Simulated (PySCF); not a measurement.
C2F3N: calculation and literature

Bonds (- single, = double, # triple, : aromatic): N1#C2 1.146 Å, C2-C3 1.482 Å, C3-F4 1.326 Å, C3-F5 1.326 Å, C3-F6 1.326 Å.

Published values to compare with: σ 19F F4/F5/F6 251.7 ppm (measured; gas, 300 K; M. E. Harding, PhD thesis, Mainz 2008 (Harding, Lenhart, Auer, Gauss, JCP 2008, 128, 244111)).
σ 19F F4/F5/F6 253.7 ppm (CCSD(T)/13s9p4d3f + vibration and temperature (MP2); gas, 300 K; M. E. Harding, PhD thesis, Mainz 2008 (Harding, Lenhart, Auer, Gauss, JCP 2008, 128, 244111)).
σ 19F F4/F5/F6 261.7 ppm (CCSD(T)/13s9p4d3f; gas (isolated, no vibration); M. E. Harding, PhD thesis, Mainz 2008 (Harding, Lenhart, Auer, Gauss, JCP 2008, 128, 244111)).

[PySCF 2.14.0 with density-fitted response routines: shieldings: GIAO B97-2/pcSseg-2; geometry from PBE0-D3(BJ)/def2-TZVP; no solvent; relativity neglected; one conformer; fast rotation and ring inversion assumed for equivalent nuclei]

Task: What does the calculation give, and how does it compare?

Result: 
Reference values: measured (gas, 300 K; M. E. Harding, PhD thesis, Mainz 2008 (Harding, Lenhart, Auer, Gauss, JCP 2008, 128, 244111)).
| atoms | quantity | reference | computed |
| --- | --- | --- | --- |
| F4/F5/F6 | σ 19F | 251.7 | 240.7 |

Reference values: CCSD(T)/13s9p4d3f + vibration and temperature (MP2) (gas, 300 K; M. E. Harding, PhD thesis, Mainz 2008 (Harding, Lenhart, Auer, Gauss, JCP 2008, 128, 244111)).
| atoms | quantity | reference | computed |
| --- | --- | --- | --- |
| F4/F5/F6 | σ 19F | 253.7 | 240.7 |

Reference values: CCSD(T)/13s9p4d3f (gas (isolated, no vibration); M. E. Harding, PhD thesis, Mainz 2008 (Harding, Lenhart, Auer, Gauss, JCP 2008, 128, 244111)).
```json
{"atoms": "F4/F5/F6", "quantity": "σ 19F", "reference": "261.7", "computed": "240.7"}
```

Absolute shieldings are compared as such; zero-point and thermal motion, absent here, lowers them by some tenths of a ppm for H, a few ppm for C and up to about 10 ppm for F.

Task: How far are the unscaled 19F shieldings from the references?

Result: Mean signed difference -15.00 ppm, mean absolute 15.00 ppm over 3 comparisons; the largest is -21.0 ppm at F4/F5/F6 (fluorine of a CF3 group).

3 of the 5 published NMR values on file for this molecule are compared. The rest: other calculations.
